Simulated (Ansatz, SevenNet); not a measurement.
**Ladder of methods for the lattice constant a of rock-salt NbC**

Reference value: 4.47 Å (measured, temperature not stated, no zero-point or thermal correction; as tabulated in Zhang et al. (2018), doi:10.1088/1367-2630/aac7f0).

Q: What do SevenNet-0, LDA, PBE, PBE-D3(BJ), rVV10, B3LYP (VWN-RPA form), Hartree–Fock give, and how far is each from the reference?

A: 
```
level (code)                   value (Å)  difference (%)
-----------------------------  ---------  --------------
SevenNet-0                         4.505           +0.78
LDA (Ansatz)                       4.427           -0.96
PBE (Ansatz)                       4.485           +0.34
PBE-D3(BJ) (Ansatz)                4.450           -0.45
rVV10 (Ansatz)                     4.516           +1.03
B3LYP (VWN-RPA form) (Ansatz)      4.498           +0.63
Hartree–Fock (Ansatz)              4.489           +0.43
```

The reference's temperature isn't stated, so close values are not ranked against it.

The measured value isn't corrected to a static lattice, so vibrations enter the comparison. A static lattice is as a rule a little smaller than the measured one.  B3LYP (VWN-RPA form), Hartree–Fock: the run has no spin polarisation, so it can have missed a magnetic state. Cutoffs and k meshes differ between the levels. Ansatz's density-functional and Hartree–Fock values are scalar-relativistic unless marked +SOC, with PAW data made under PBE.

Machine-learned potentials (SevenNet-0) are trained on DFT data: a solid inside that data is no test of them.

Differences are worked out from the printed values.

Ansatz is a program for electronic structure.
